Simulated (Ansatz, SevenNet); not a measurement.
Rock-salt MgO, zone-centre TO phonon frequency

Reference value: 396 cm⁻¹ (measured, temperature not stated, no zero-point or thermal correction; as tabulated in He et al. (2014), arXiv:1309.4805).

```csv
level (code),value (cm⁻¹),cell (Å³/atom)
SevenNet-0,326,9.63
LDA (Ansatz),___,9.00
PBE (Ansatz),___,9.62
PBE-D3(BJ) (Ansatz),395,9.31
r²SCAN+rVV10 (Ansatz),405,9.23
HSE06 (Ansatz),393,9.27
Hartree–Fock (Ansatz),403,9.15
```

Q: Complete the blanks.

A: 
- LDA (Ansatz, an electronic-structure program), value (cm⁻¹): 408
- PBE (Ansatz), value (cm⁻¹): 365

Differences against the reference: SevenNet-0 -17.7 %, LDA +3.0 %, PBE -7.8 %, PBE-D3(BJ) -0.3 %, r²SCAN+rVV10 +2.3 %, HSE06 -0.8 %, Hartree–Fock +1.8 %.

Once the reference is moved by up to 3.0 % (a margin picked here for doubts on the reference and the settings, and for temperature and zero-point motion) and values within 0.7 % count as equal, the nearest can be PBE-D3(BJ) (-0.3 %), HSE06 (-0.8 %), Hartree–Fock (+1.8 %), r²SCAN+rVV10 (+2.3 %) or LDA (+3.0 %). Farthest off among them: SevenNet-0 (-17.7 %).

The measured value isn't corrected to a static lattice, so vibrations enter the comparison.  PBE-D3(BJ): the dispersion coefficients are held fixed in the derivatives. Each level is taken at its own relaxed cell. Cutoffs and k meshes differ between the levels. Ansatz's density-functional and Hartree–Fock values are scalar-relativistic unless marked +SOC, with PAW data made under PBE.

Machine-learned potentials (SevenNet-0) are trained on DFT data: a solid inside that data is no test of them.

Differences are worked out from the printed values.
